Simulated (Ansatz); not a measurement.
Ansatz (a first-principles code) input (B3LYP-D3(BJ)/def2-TZVP):

Ansatz 0.2 input:
```yaml
crystal:
  periodic: [false, false, false]
  atoms:
    - {symbol: C, position_ang: [-0.02492820, -0.10614672, 2.14713724]}
    - {symbol: C, position_ang: [-0.01806690, -0.16560908, 0.80711810]}
    - {symbol: C, position_ang: [-0.01968451, -0.55098462, -0.38716778]}
    - {symbol: C, position_ang: [0.00544487, 0.10658071, -1.72091254]}
    - {symbol: H, position_ang: [-0.94977257, -0.07431231, 2.72397511]}
    - {symbol: H, position_ang: [0.89327154, -0.11670653, 2.73519051]}
    - {symbol: H, position_ang: [0.00965507, 1.21782994, -1.70743483]}
    - {symbol: H, position_ang: [0.89707578, -0.20555923, -2.28540854]}
    - {symbol: H, position_ang: [-0.86839963, -0.19838046, -2.31658551]}
basis:
  gaussian:
    orbitals: def2-TZVP
hamiltonian:
  xc: b3lyp
  dispersion: d3bj
total_charge: -1
relax: {f_tol: 0.002, max_steps: 150}
```

Output:

```
Functional definition: B3LYP
integrals: 0.05 GiB planned
940 factors; their error is unknown
mean field: 0.57 GiB planned
mean field evaluation 1: about -4222.7920 eV, gradient 4.8e1 eV
mean field evaluation 2: about -4215.9710 eV, gradient 6.5e1 eV
mean field evaluation 4: about -4228.6339 eV, gradient 9.3e0 eV
mean field evaluation 8: about -4228.8474 eV, gradient 1.3e-1 eV
mean field evaluation 16: about -4228.8400 eV, gradient 1.1e-4 eV
mean field -4228.83998387 eV, -155.4070029964 hartree, gradient 3.0e-5 eV, S^2 0.000000; 0 other end points of the search recorded, 0 dependent functions left out
the calculation of the forces begins
reference -4228.84024094 eV, -155.4070124438 hartree; 15, 15 occupied and 139, 139 virtual orbitals, 940 factors
relax step   1: F+E_penalty+E_count = -4229.07636985 eV  Δ(F+E_penalty+E_count) = +0.000e0 eV  max|allowed force component| = 1.008e0 eV/Å  Δτ_max = 0.0000 Å  (29 SCF iters, accepted)
these checks for a lower state are left out or cut short: starts, cluster_reference, orbital_swaps, neighbouring_geometries, increment
integrals: 0.05 GiB planned
940 factors; their error is unknown
mean field: 0.57 GiB planned
mean field -4228.88195092 eV, -155.4085452571 hartree, gradient 2.3e-5 eV, S^2 0.000000; 0 other end points of the search recorded, 0 dependent functions left out
the calculation of the forces begins
reference -4228.88220916 eV, -155.4085547473 hartree; 15, 15 occupied and 139, 139 virtual orbitals, 940 factors
relax step   2: F+E_penalty+E_count = -4229.11747644 eV  Δ(F+E_penalty+E_count) = -4.111e-2 eV  max|allowed force component| = 7.658e-1 eV/Å  Δτ_max = 0.1097 Å  (30 SCF iters, accepted)
these checks for a lower state are left out or cut short: starts, cluster_reference, orbital_swaps, neighbouring_geometries, increment
integrals: 0.05 GiB planned
940 factors; their error is unknown
mean field: 0.57 GiB planned
mean field evaluation 32: about -4228.9122 eV, gradient 1.8e-5 eV
mean field -4228.91218101 eV, -155.4096561923 hartree, gradient 1.8e-5 eV, S^2 0.000000; 0 other end points of the search recorded, 0 dependent functions left out
the calculation of the forces begins
reference -4228.91243979 eV, -155.4096657027 hartree; 15, 15 occupied and 139, 139 virtual orbitals, 940 factors
relax step   3: F+E_penalty+E_count = -4229.14799989 eV  Δ(F+E_penalty+E_count) = -3.052e-2 eV  max|allowed force component| = 4.227e-1 eV/Å  Δτ_max = 0.0594 Å  (33 SCF iters, accepted)
these checks for a lower state are left out or cut short: starts, cluster_reference, orbital_swaps, neighbouring_geometries, increment
integrals: 0.05 GiB planned
940 factors; their error is unknown
mean field: 0.57 GiB planned
mean field -4228.93412017 eV, -155.4104624418 hartree, gradient 2.0e-5 eV, S^2 0.000000; 0 other end points of the search recorded, 0 dependent functions left out
the calculation of the forces begins
reference -4228.93437731 eV, -155.4104718915 hartree; 15, 15 occupied and 139, 139 virtual orbitals, 940 factors
relax step   4: F+E_penalty+E_count = -4229.17353771 eV  Δ(F+E_penalty+E_count) = -2.554e-2 eV  max|allowed force component| = 5.131e-1 eV/Å  Δτ_max = 0.2000 Å  (32 SCF iters, accepted)
these checks for a lower state are left out or cut short: starts, cluster_reference, orbital_swaps, neighbouring_geometries, increment
integrals: 0.05 GiB planned
940 factors; their error is unknown
mean field: 0.57 GiB planned
mean field -4228.85876504 eV, -155.4076931919 hartree, gradient 1.4e-5 eV, S^2 0.000000; 0 other end points of the search recorded, 0 dependent functions left out
the calculation of the forces begins
reference -4228.85902458 eV, -155.4077027296 hartree; 15, 15 occupied and 139, 139 virtual orbitals, 940 factors
relax step   5: F+E_penalty+E_count = -4229.09690500 eV  Δ(F+E_penalty+E_count) = +7.663e-2 eV  max|allowed force component| = 2.377e0 eV/Å  Δτ_max = 0.1625 Å  (38 SCF iters, rejected (line search))
these checks for a lower state are left out or cut short: starts, cluster_reference, orbital_swaps, neighbouring_geometries, increment
integrals: 0.05 GiB planned
940 factors; their error is unknown
mean field: 0.57 GiB planned
[...]
mean field -4228.94588616 eV, -155.4108948338 hartree, gradient 1.6e-5 eV, S^2 0.000000; 0 other end points of the search recorded, 0 dependent functions left out
the calculation of the forces begins
reference -4228.94614528 eV, -155.4109043565 hartree; 15, 15 occupied and 139, 139 virtual orbitals, 940 factors
relax step   6: F+E_penalty+E_count = -4229.18414024 eV  Δ(F+E_penalty+E_count) = -1.060e-2 eV  max|allowed force component| = 2.755e-1 eV/Å  Δτ_max = 0.0776 Å  (33 SCF iters, accepted)
these checks for a lower state are left out or cut short: starts, cluster_reference, orbital_swaps, neighbouring_geometries, increment
integrals: 0.05 GiB planned
940 factors; their error is unknown
mean field: 0.57 GiB planned
mean field -4228.93277420 eV, -155.4104129782 hartree, gradient 2.1e-5 eV, S^2 0.000000; 0 other end points of the search recorded, 0 dependent functions left out
the calculation of the forces begins
reference -4228.93303024 eV, -155.4104223874 hartree; 15, 15 occupied and 139, 139 virtual orbitals, 940 factors
relax step   7: F+E_penalty+E_count = -4229.17251486 eV  Δ(F+E_penalty+E_count) = +1.163e-2 eV  max|allowed force component| = 2.959e-1 eV/Å  Δτ_max = 0.1000 Å  (31 SCF iters, rejected (line search))
these checks for a lower state are left out or cut short: starts, cluster_reference, orbital_swaps, neighbouring_geometries, increment
integrals: 0.05 GiB planned
940 factors; their error is unknown
mean field: 0.57 GiB planned
mean field evaluation 64: about -4228.9476 eV, gradient 4.4e-1 eV
mean field -4228.94789466 eV, -155.4109686450 hartree, gradient 1.8e-5 eV, S^2 0.000000; 0 other end points of the search recorded, 0 dependent functions left out
the calculation of the forces begins
reference -4228.94815254 eV, -155.4109781218 hartree; 15, 15 occupied and 139, 139 virtual orbitals, 940 factors
relax step   8: F+E_penalty+E_count = -4229.18700073 eV  Δ(F+E_penalty+E_count) = -2.860e-3 eV  max|allowed force component| = 4.873e-2 eV/Å  Δτ_max = 0.0287 Å  (33 SCF iters, accepted)
these checks for a lower state are left out or cut short: starts, cluster_reference, orbital_swaps, neighbouring_geometries, increment
integrals: 0.05 GiB planned
940 factors; their error is unknown
mean field: 0.57 GiB planned
mean field -4228.94796347 eV, -155.4109711738 hartree, gradient 1.6e-5 eV, S^2 0.000000; 0 other end points of the search recorded, 0 dependent functions left out
the calculation of the forces begins
reference -4228.94822137 eV, -155.4109806513 hartree; 15, 15 occupied and 139, 139 virtual orbitals, 940 factors
relax step   9: F+E_penalty+E_count = -4229.18705728 eV  Δ(F+E_penalty+E_count) = -5.654e-5 eV  max|allowed force component| = 3.659e-2 eV/Å  Δτ_max = 0.0031 Å  (35 SCF iters, accepted)
these checks for a lower state are left out or cut short: starts, cluster_reference, orbital_swaps, neighbouring_geometries, increment
integrals: 0.05 GiB planned
940 factors; their error is unknown
mean field: 0.57 GiB planned
mean field -4228.94796490 eV, -155.4109712262 hartree, gradient 1.7e-5 eV, S^2 0.000000; 0 other end points of the search recorded, 0 dependent functions left out
the calculation of the forces begins
reference -4228.94822285 eV, -155.4109807057 hartree; 15, 15 occupied and 139, 139 virtual orbitals, 940 factors
relax step  10: F+E_penalty+E_count = -4229.18716181 eV  Δ(F+E_penalty+E_count) = -1.045e-4 eV  max|allowed force component| = 3.947e-2 eV/Å  Δτ_max = 0.0147 Å  (34 SCF iters, accepted)
these checks for a lower state are left out or cut short: starts, cluster_reference, orbital_swaps, neighbouring_geometries, increment
integrals: 0.05 GiB planned
940 factors; their error is unknown
mean field: 0.57 GiB planned
mean field -4228.94781009 eV, -155.4109655371 hartree, gradient 1.7e-5 eV, S^2 0.000000; 0 other end points of the search recorded, 0 dependent functions left out
the calculation of the forces begins
reference -4228.94806811 eV, -155.4109750190 hartree; 15, 15 occupied and 139, 139 virtual orbitals, 940 factors
relax step  11: F+E_penalty+E_count = -4229.18717699 eV  Δ(F+E_penalty+E_count) = -1.518e-5 eV  max|allowed force component| = 2.942e-2 eV/Å  Δτ_max = 0.0086 Å  (34 SCF iters, accepted)
these checks for a lower state are left out or cut short: starts, cluster_reference, orbital_swaps, neighbouring_geometries, increment
integrals: 0.05 GiB planned
940 factors; their error is unknown
mean field: 0.57 GiB planned
mean field evaluation 96: about -4228.9481 eV, gradient 1.7e-5 eV
mean field -4228.94808667 eV, -155.4109757010 hartree, gradient 1.7e-5 eV, S^2 0.000000; 0 other end points of the search recorded, 0 dependent functions left out
the calculation of the forces begins
reference -4228.94834467 eV, -155.4109851826 hartree; 15, 15 occupied and 139, 139 virtual orbitals, 940 factors
relax step  12: F+E_penalty+E_count = -4229.18730459 eV  Δ(F+E_penalty+E_count) = -1.276e-4 eV  max|allowed force component| = 1.136e-2 eV/Å  Δτ_max = 0.0079 Å  (34 SCF iters, accepted)
these checks for a lower state are left out or cut short: starts, cluster_reference, orbital_swaps, neighbouring_geometries, increment
integrals: 0.05 GiB planned
940 factors; their error is unknown
mean field: 0.57 GiB planned
mean field -4228.94810543 eV, -155.4109763904 hartree, gradient 1.7e-5 eV, S^2 0.000000; 0 other end points of the search recorded, 0 dependent functions left out
the calculation of the forces begins
reference -4228.94836345 eV, -155.4109858725 hartree; 15, 15 occupied and 139, 139 virtual orbitals, 940 factors
relax step  13: F+E_penalty+E_count = -4229.18730975 eV  Δ(F+E_penalty+E_count) = -5.156e-6 eV  max|allowed force component| = 6.386e-3 eV/Å  Δτ_max = 0.0009 Å  (35 SCF iters, accepted)
these checks for a lower state are left out or cut short: starts, cluster_reference, orbital_swaps, neighbouring_geometries, increment
integrals: 0.05 GiB planned
940 factors; their error is unknown
mean field: 0.57 GiB planned
mean field -4228.94810927 eV, -155.4109765317 hartree, gradient 1.7e-5 eV, S^2 0.000000; 0 other end points of the search recorded, 0 dependent functions left out
the calculation of the forces begins
reference -4228.94836728 eV, -155.4109860135 hartree; 15, 15 occupied and 139, 139 virtual orbitals, 940 factors
relax step  14: F+E_penalty+E_count = -4229.18732499 eV  Δ(F+E_penalty+E_count) = -1.523e-5 eV  max|allowed force component| = 2.344e-3 eV/Å  Δτ_max = 0.0054 Å  (35 SCF iters, accepted)
these checks for a lower state are left out or cut short: starts, cluster_reference, orbital_swaps, neighbouring_geometries, increment
integrals: 0.05 GiB planned
940 factors; their error is unknown
mean field: 0.57 GiB planned
mean field -4228.94811279 eV, -155.4109766610 hartree, gradient 1.7e-5 eV, S^2 0.000000; 0 other end points of the search recorded, 0 dependent functions left out
the calculation of the forces begins
reference -4228.94837081 eV, -155.4109861429 hartree; 15, 15 occupied and 139, 139 virtual orbitals, 940 factors
relax step  15: F+E_penalty+E_count = -4229.18732996 eV  Δ(F+E_penalty+E_count) = -4.978e-6 eV  max|allowed force component| = 8.932e-3 eV/Å  Δτ_max = 0.0061 Å  (34 SCF iters, accepted)
these checks for a lower state are left out or cut short: starts, cluster_reference, orbital_swaps, neighbouring_geometries, increment
integrals: 0.05 GiB planned
940 factors; their error is unknown
mean field: 0.57 GiB planned
mean field -4228.94813038 eV, -155.4109773074 hartree, gradient 1.7e-5 eV, S^2 0.000000; 0 other end points of the search recorded, 0 dependent functions left out
the calculation of the forces begins
reference -4228.94838841 eV, -155.4109867897 hartree; 15, 15 occupied and 139, 139 virtual orbitals, 940 factors
relax step  16: F+E_penalty+E_count = -4229.18733188 eV  Δ(F+E_penalty+E_count) = -1.917e-6 eV  max|allowed force component| = 5.226e-3 eV/Å  Δτ_max = 0.0015 Å  (35 SCF iters, accepted)
these checks for a lower state are left out or cut short: starts, cluster_reference, orbital_swaps, neighbouring_geometries, increment
integrals: 0.05 GiB planned
940 factors; their error is unknown
mean field: 0.57 GiB planned
mean field evaluation 128: about -4228.9481 eV, gradient 2.3e-4 eV
mean field -4228.94813418 eV, -155.4109774471 hartree, gradient 1.7e-5 eV, S^2 0.000000; 0 other end points of the search recorded, 0 dependent functions left out
the calculation of the forces begins
reference -4228.94839220 eV, -155.4109869292 hartree; 15, 15 occupied and 139, 139 virtual orbitals, 940 factors
relax step  17: F+E_penalty+E_count = -4229.18733450 eV  Δ(F+E_penalty+E_count) = -2.624e-6 eV  max|allowed force component| = 1.404e-3 eV/Å  Δτ_max = 0.0008 Å  (35 SCF iters, accepted)
integrals: 0.05 GiB planned
940 factors; their error is unknown
mean field: 0.57 GiB planned
mean field -4228.94813418 eV, -155.4109774471 hartree, gradient 1.7e-5 eV, S^2 0.000000; 1 other end points of the search recorded, 0 dependent functions left out
the calculation of the forces begins
reference -4228.94839220 eV, -155.4109869292 hartree; 15, 15 occupied and 139, 139 virtual orbitals, 940 factors
Total energy: -4229.18759253 eV, -155.4197773790 hartree
Atom 0 at    -0.026024    -0.074003     2.085243 Å, force    -0.000114     0.000062     0.000622 eV/Å
Atom 1 at    -0.019552    -0.389539     0.773315 Å, force     0.000265     0.000629    -0.001404 eV/Å
Atom 2 at    -0.014457    -0.765265    -0.438237 Å, force     0.000649    -0.000233     0.000174 eV/Å
Atom 3 at     0.006384     0.096976    -1.662399 Å, force    -0.000515    -0.000000    -0.000720 eV/Å
Atom 4 at    -0.951876     0.048505     2.641832 Å, force    -0.000094     0.000225     0.000060 eV/Å
Atom 5 at     0.893693     0.025908     2.656344 Å, force    -0.000117    -0.000422     0.000081 eV/Å
Atom 6 at     0.018336     1.188197    -1.465824 Å, force     0.000009     0.000002     0.000483 eV/Å
Atom 7 at     0.880910    -0.122884    -2.289954 Å, force    -0.000509    -0.000141     0.000420 eV/Å
Atom 8 at    -0.862819    -0.101183    -2.304408 Å, force     0.000425    -0.000123     0.000284 eV/Å
Dipole moment:     0.007505     0.370204    -0.347955 e Å
```

It need not be the lowest isomer of its formula. Whether it binds its extra electron was not tested at this geometry.
